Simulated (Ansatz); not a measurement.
**Relaxing CaO in the rocksalt type**

First guess:

```xyz
2
Lattice="0.0000 2.2944 2.2944 2.2944 0.0000 2.2944 2.2944 2.2944 0.0000" Properties=species:S:1:pos:R:3 pbc="T T T"
Ca    0.0000    0.0000    0.0000
O     2.2944    2.2944    2.2944
```

Method: DFT, PBE, PAW with Ansatz's default frozen-core files, scalar-relativistic in Ansatz 0.2.0.

Cell and atoms relax within the symmetry of the start on a 12×12×12 k mesh with 0.05 eV Fermi–Dirac smearing.

The start is built from a prototype, known or not as a phase of this compound; the cutoff is 420 eV.

(1) What is the pressure of the first guess?

(2) What does it relax to?

(3) How much energy does the relaxation release?

Results:

(1) 22.7 GPa.

(2) a = 4.831 Å, b = 4.831 Å, c = 4.831 Å, α = 90.00°, β = 90.00°, γ = 90.00° (conventional cell), 14.09 Å³ per atom:
```xyz
2
Lattice="0.0000 2.4153 2.4153 2.4153 0.0000 2.4153 2.4153 2.4153 0.0000" Properties=species:S:1:pos:R:3 pbc="T T T"
Ca    0.0000    0.0000    0.0000
O     2.4153    2.4153    2.4153
```

(3) 124 meV/atom.
